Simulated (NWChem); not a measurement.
## Lowest excitation of C₂H₃F

```
C
C 1 1.3259
F 1 1.3288 2 122.79
H 2 1.0902 1 119.59 3 180.00
H 2 1.0920 4 119.31 1 180.00
H 1 1.0951 2 124.90 4 0.00
```
Charge 0, spin multiplicity 1.

Everything below was run with NWChem. Structure: optimised with PBE0/def2-SVP, a minimum by its harmonic frequencies.

Basis set: def2-SVPD.

The cost column gives rough processor time relative to CIS; each entry includes its own SCF.

The correlated methods keep 3 core orbitals frozen. B3LYP has NWChem's definition, with VWN1-RPA local correlation. The structure started from a generated list of species. Coupled-cluster values serve here as a point of comparison, not as the truth.

```json
[
 {"method": "EOM-CCSD", "lowest vertical singlet excitation energy (eV)": "?", "relative cost": "10"},
 {"method": "TDA-BHandHLYP", "lowest vertical singlet excitation energy (eV)": "7.54", "relative cost": "under 3"},
 {"method": "TD-B3LYP", "lowest vertical singlet excitation energy (eV)": "7.16", "relative cost": "under 3"},
 {"method": "CIS", "lowest vertical singlet excitation energy (eV)": "7.93", "relative cost": "1"},
 {"method": "TD-PBE", "lowest vertical singlet excitation energy (eV)": "?", "relative cost": "under 3"}
]
```

Task: What belongs in the gaps?

Result: 
- EOM-CCSD, lowest vertical singlet excitation energy (eV): 7.79
- TD-PBE, lowest vertical singlet excitation energy (eV): 6.95
